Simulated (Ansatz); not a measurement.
**H₂O (triplet): B2PLYP, PBE-QIDH, RPA-PBE over a scan of the distance H1–H2 along a hydrogen transfer, cc-pVTZ**

Aim: run H₂O (triplet) with these functionals over a scan of the distance H1–H2 along a hydrogen transfer, and hold them against the top wave-function level at the same points.

Computed with Ansatz 0.2.0, Gaussian basis. Level: cc-pVTZ, all electrons in the functionals, frozen cores in the correlation of double hybrids and RPA.

Plan: B2PLYP, PBE-QIDH, RPA-PBE, at 0.745 Å; 0.818 Å; 0.965 Å; 1.112 Å; 1.259 Å.

4 further runs of the same task are left out: 1 for a mislabelled method, 3 that didn't finish.

**1. The geometry**

The geometry derives from fragments relaxed apart (PBE0/def2-TZVP) and kept rigid, so it is no stationary point. A hydrogen atom is moved between rigid fragments.

3 atoms, charge 0, spin multiplicity 3.

Atoms are counted from 1 here; the program's logs count them from 0.

Bond lengths: H1–H2 0.745 Å.

No dispersion term is added.

The geometry shown and the zero of energy belong to the point 0.745 Å. The yardstick, UCCSDT(Q), and other wave-function levels (R restricted, U unrestricted, valence and pair active spaces) come from earlier runs.

**2. B2PLYP, 0.745 Å**

in.yaml reads:

```yaml
crystal:
  periodic: [false, false, false]
  atoms:
    - {symbol: H, position_ang: [0.000000, 0.000000, -0.998000]}
    - {symbol: H, position_ang: [0.000000, 0.000000, -0.253000]}
    - {symbol: O, position_ang: [0.000000, 0.000000, 1.251000]}
basis:
  gaussian: {orbitals: cc-pVTZ}
magnetization: {spin_polarized: true, initial_magnetization: 2}
hamiltonian: {xc: {name: B2PLYP}}
correlation: {electrons: outside_noble_gas}
```

Launch:

```
$ ansatz run in.yaml --threads 1 --pin off --events-out ev --progress --plain --max-ram 2393MiB
```

Log:

```text
Functional definition: B2PLYP
  name "B2PLYP"
  cite "Grimme, J. Chem. Phys. 124, 034108 (2006) doi:10.1063/1.2148954"
  cite "Becke, Phys. Rev. A 38, 3098 (1988) doi:10.1103/PhysRevA.38.3098"
  cite "Lee, Yang & Parr, Phys. Rev. B 37, 785 (1988) doi:10.1103/PhysRevB.37.785"
  parameter a = 0.53
  parameter c = 0.27
  exchange = (1 - a)*b88_x + a*exact_x
  correlation = (1 - c)*lyp_c + c*(mp2_os + mp2_ss)
326 factors; integrals over basis functions are off by at most 1.2e-3 eV
mean field evaluation 1: about -2071.7870 eV, gradient 7.3e0 eV
mean field evaluation 2: about -2071.7862 eV, gradient 7.3e0 eV
mean field evaluation 4: about -2072.0649 eV, gradient 1.4e0 eV
mean field evaluation 8: about -2072.0746 eV, gradient 9.7e-3 eV
mean field evaluation 16: about -2072.0746 eV, gradient 1.2e-5 eV
mean field -2072.07463494 eV, -76.1473383315 hartree, gradient 1.2e-6 eV, S^2 2.010586; 2 other end points of the search recorded, 0 dependent functions left out
1 core orbitals not correlated: weight in the atoms' cores, before any rotation towards them, 1.000 or more for the frozen orbitals, at most 0.000 for the correlated occupied ones
reference -2072.07473336 eV, -76.1473419482 hartree; 5, 3 occupied and 52, 54 virtual orbitals, 326 factors
second order -5.98632038 eV of doubles, -0.00000000 eV of singles
Total energy: -2073.69103986 eV, -76.2067401166 hartree
```

Wall time 0.69 s (1 thread of Arm Neoverse V2, shared host).

From the report: ⟨S²⟩ of the determinant 2.011 (pure triplet: 2.00).

**3. B2PLYP, 0.818 Å**

in.yaml reads:

```yaml
crystal:
  periodic: [false, false, false]
  atoms:
    - {symbol: H, position_ang: [0.000000, 0.000000, -1.022333]}
    - {symbol: H, position_ang: [0.000000, 0.000000, -0.204333]}
    - {symbol: O, position_ang: [0.000000, 0.000000, 1.226667]}
basis:
  gaussian: {orbitals: cc-pVTZ}
magnetization: {spin_polarized: true, initial_magnetization: 2}
hamiltonian: {xc: {name: B2PLYP}}
correlation: {electrons: outside_noble_gas}
```

Launched as before.

Log (excerpt; [...] marks lines left out):

```text
Functional definition: B2PLYP
  name "B2PLYP"
  cite "Grimme, J. Chem. Phys. 124, 034108 (2006) doi:10.1063/1.2148954"
  cite "Becke, Phys. Rev. A 38, 3098 (1988) doi:10.1103/PhysRevA.38.3098"
  cite "Lee, Yang & Parr, Phys. Rev. B 37, 785 (1988) doi:10.1103/PhysRevB.37.785"
[...]
332 factors; integrals over basis functions are off by at most 1.3e-3 eV
[...]
mean field -2071.96670394 eV, -76.1433719404 hartree, gradient 2.7e-6 eV, S^2 2.016395; 2 other end points of the search recorded, 0 dependent functions left out
1 core orbitals not correlated: weight in the atoms' cores, before any rotation towards them, 1.000 or more for the frozen orbitals, at most 0.000 for the correlated occupied ones
reference -2071.96680335 eV, -76.1433755936 hartree; 5, 3 occupied and 52, 54 virtual orbitals, 332 factors
second order -6.14416074 eV of doubles, -0.00000000 eV of singles
Total energy: -2073.62572675 eV, -76.2043399040 hartree
```

It took 0.69 s on 1 thread of Arm Neoverse V2, shared host.

From the report: ⟨S²⟩ of the determinant 2.016 (pure triplet: 2.00).

From 0.745 Å: +0.065 eV.

**4. B2PLYP, 0.965 Å**

in.yaml reads:

```yaml
crystal:
  periodic: [false, false, false]
  atoms:
    - {symbol: H, position_ang: [0.000000, 0.000000, -1.071333]}
    - {symbol: H, position_ang: [0.000000, 0.000000, -0.106333]}
    - {symbol: O, position_ang: [0.000000, 0.000000, 1.177667]}
basis:
  gaussian: {orbitals: cc-pVTZ}
magnetization: {spin_polarized: true, initial_magnetization: 2}
hamiltonian: {xc: {name: B2PLYP}}
correlation: {electrons: outside_noble_gas}
```

Same command.

Log (excerpt; [...] marks lines left out):

```text
Functional definition: B2PLYP
  name "B2PLYP"
  cite "Grimme, J. Chem. Phys. 124, 034108 (2006) doi:10.1063/1.2148954"
  cite "Becke, Phys. Rev. A 38, 3098 (1988) doi:10.1103/PhysRevA.38.3098"
  cite "Lee, Yang & Parr, Phys. Rev. B 37, 785 (1988) doi:10.1103/PhysRevB.37.785"
[...]
335 factors; integrals over basis functions are off by at most 1.4e-3 eV
[...]
mean field -2071.66884285 eV, -76.1324257472 hartree, gradient 2.1e-6 eV, S^2 2.033124; 2 other end points of the search recorded, 0 dependent functions left out
1 core orbitals not correlated: weight in the atoms' cores, before any rotation towards them, 1.000 or more for the frozen orbitals, at most 0.000 for the correlated occupied ones
reference -2071.66894182 eV, -76.1324293844 hartree; 5, 3 occupied and 52, 54 virtual orbitals, 335 factors
second order -6.53545581 eV of doubles, -0.00000000 eV of singles
Total energy: -2073.43351489 eV, -76.1972762486 hartree
```

Run time: 0.69 s. Hardware: 1 thread of Arm Neoverse V2, shared host.

From the report: ⟨S²⟩ of the determinant 2.033 (pure triplet: 2.00).

From 0.745 Å: +0.258 eV.

**5. B2PLYP, 1.112 Å**

in.yaml reads:

```yaml
crystal:
  periodic: [false, false, false]
  atoms:
    - {symbol: H, position_ang: [0.000000, 0.000000, -1.120333]}
    - {symbol: H, position_ang: [0.000000, 0.000000, -0.008333]}
    - {symbol: O, position_ang: [0.000000, 0.000000, 1.128667]}
basis:
  gaussian: {orbitals: cc-pVTZ}
magnetization: {spin_polarized: true, initial_magnetization: 2}
hamiltonian: {xc: {name: B2PLYP}}
correlation: {electrons: outside_noble_gas}
```

The command is unchanged.

Log (excerpt; [...] marks lines left out):

```text
Functional definition: B2PLYP
  name "B2PLYP"
  cite "Grimme, J. Chem. Phys. 124, 034108 (2006) doi:10.1063/1.2148954"
  cite "Becke, Phys. Rev. A 38, 3098 (1988) doi:10.1103/PhysRevA.38.3098"
  cite "Lee, Yang & Parr, Phys. Rev. B 37, 785 (1988) doi:10.1103/PhysRevB.37.785"
[...]
335 factors; integrals over basis functions are off by at most 1.3e-3 eV
[...]
mean field -2071.70832992 eV, -76.1338768703 hartree, gradient 2.3e-6 eV, S^2 2.025153; 0 other end points of the search recorded, 0 dependent functions left out
1 core orbitals not correlated: weight in the atoms' cores, before any rotation towards them, 1.000 or more for the frozen orbitals, at most 0.000 for the correlated occupied ones
reference -2071.70842659 eV, -76.1338804229 hartree; 5, 3 occupied and 52, 54 virtual orbitals, 335 factors
second order -6.77145746 eV of doubles, -0.00000000 eV of singles
Total energy: -2073.53672011 eV, -76.2010689703 hartree
```

It took 0.57 s on 1 thread of Arm Neoverse V2, shared host.

From the report: ⟨S²⟩ of the determinant 2.025 (pure triplet: 2.00).

From 0.745 Å: +0.154 eV.

**6. B2PLYP, 1.259 Å**

in.yaml reads:

```yaml
crystal:
  periodic: [false, false, false]
  atoms:
    - {symbol: H, position_ang: [0.000000, 0.000000, -1.169333]}
    - {symbol: H, position_ang: [0.000000, 0.000000, 0.089667]}
    - {symbol: O, position_ang: [0.000000, 0.000000, 1.079667]}
basis:
  gaussian: {orbitals: cc-pVTZ}
magnetization: {spin_polarized: true, initial_magnetization: 2}
hamiltonian: {xc: {name: B2PLYP}}
correlation: {electrons: outside_noble_gas}
```

The command is unchanged.

Log (excerpt; [...] marks lines left out):

```text
Functional definition: B2PLYP
  name "B2PLYP"
  cite "Grimme, J. Chem. Phys. 124, 034108 (2006) doi:10.1063/1.2148954"
  cite "Becke, Phys. Rev. A 38, 3098 (1988) doi:10.1103/PhysRevA.38.3098"
  cite "Lee, Yang & Parr, Phys. Rev. B 37, 785 (1988) doi:10.1103/PhysRevB.37.785"
[...]
334 factors; integrals over basis functions are off by at most 1.3e-3 eV
[...]
mean field -2071.93603578 eV, -76.1422449061 hartree, gradient 3.9e-6 eV, S^2 2.009164; 0 other end points of the search recorded, 0 dependent functions left out
1 core orbitals not correlated: weight in the atoms' cores, before any rotation towards them, 1.000 or more for the frozen orbitals, at most 0.000 for the correlated occupied ones
reference -2071.93613023 eV, -76.1422483772 hartree; 5, 3 occupied and 52, 54 virtual orbitals, 334 factors
second order -6.62083069 eV of doubles, -0.00000000 eV of singles
Total energy: -2073.72375452 eV, -76.2079423580 hartree
```

Run time: 0.57 s. Hardware: 1 thread of Arm Neoverse V2, shared host.

From the report: ⟨S²⟩ of the determinant 2.009 (pure triplet: 2.00).

From 0.745 Å: -0.033 eV.

**7. PBE-QIDH, 0.745 Å**

in.yaml reads:

```yaml
crystal:
  periodic: [false, false, false]
  atoms:
    - {symbol: H, position_ang: [0.000000, 0.000000, -0.998000]}
    - {symbol: H, position_ang: [0.000000, 0.000000, -0.253000]}
    - {symbol: O, position_ang: [0.000000, 0.000000, 1.251000]}
basis:
  gaussian: {orbitals: cc-pVTZ}
magnetization: {spin_polarized: true, initial_magnetization: 2}
hamiltonian: {xc: {name: PBE-QIDH}}
correlation: {electrons: outside_noble_gas}
```

Same command.

Log (excerpt; [...] marks lines left out):

```text
Functional definition: PBE-QIDH
  name "PBE-QIDH"
  cite "Brémond, Sancho-García, Pérez-Jiménez & Adamo, J. Chem. Phys. 141, 031101 (2014) doi:10.1063/1.4890314"
  cite "Perdew, Burke & Ernzerhof, Phys. Rev. Lett. 77, 3865 (1996) doi:10.1103/PhysRevLett.77.3865"
[...]
326 factors; integrals over basis functions are off by at most 1.2e-3 eV
[...]
mean field -2070.67012232 eV, -76.0957234445 hartree, gradient 4.6e-6 eV, S^2 2.011791; 2 other end points of the search recorded, 0 dependent functions left out
1 core orbitals not correlated: weight in the atoms' cores, before any rotation towards them, 1.000 or more for the frozen orbitals, at most 0.000 for the correlated occupied ones
reference -2070.67012907 eV, -76.0957236926 hartree; 5, 3 occupied and 52, 54 virtual orbitals, 326 factors
second order -5.57247595 eV of doubles, -0.00000000 eV of singles
Total energy: -2072.52762105 eV, -76.1639852639 hartree
```

Run time: 0.69 s. Hardware: 1 thread of Arm Neoverse V2, shared host.

From the report: ⟨S²⟩ of the determinant 2.012 (pure triplet: 2.00).

**8. PBE-QIDH, 0.818 Å**

in.yaml reads:

```yaml
crystal:
  periodic: [false, false, false]
  atoms:
    - {symbol: H, position_ang: [0.000000, 0.000000, -1.022333]}
    - {symbol: H, position_ang: [0.000000, 0.000000, -0.204333]}
    - {symbol: O, position_ang: [0.000000, 0.000000, 1.226667]}
basis:
  gaussian: {orbitals: cc-pVTZ}
magnetization: {spin_polarized: true, initial_magnetization: 2}
hamiltonian: {xc: {name: PBE-QIDH}}
correlation: {electrons: outside_noble_gas}
```

Same command.

Log (excerpt; [...] marks lines left out):

```text
Functional definition: PBE-QIDH
  name "PBE-QIDH"
  cite "Brémond, Sancho-García, Pérez-Jiménez & Adamo, J. Chem. Phys. 141, 031101 (2014) doi:10.1063/1.4890314"
  cite "Perdew, Burke & Ernzerhof, Phys. Rev. Lett. 77, 3865 (1996) doi:10.1103/PhysRevLett.77.3865"
[...]
332 factors; integrals over basis functions are off by at most 1.3e-3 eV
[...]
mean field -2070.53850697 eV, -76.0908866696 hartree, gradient 7.9e-6 eV, S^2 2.018898; 2 other end points of the search recorded, 0 dependent functions left out
1 core orbitals not correlated: weight in the atoms' cores, before any rotation towards them, 1.000 or more for the frozen orbitals, at most 0.000 for the correlated occupied ones
reference -2070.53851395 eV, -76.0908869261 hartree; 5, 3 occupied and 52, 54 virtual orbitals, 332 factors
second order -5.69673706 eV of doubles, -0.00000000 eV of singles
Total energy: -2072.43742630 eV, -76.1606706679 hartree
```

Run time: 0.72 s. Hardware: 1 thread of Arm Neoverse V2, shared host.

From the report: ⟨S²⟩ of the determinant 2.019 (pure triplet: 2.00).

From 0.745 Å: +0.090 eV.

[end of part 1 of 2]
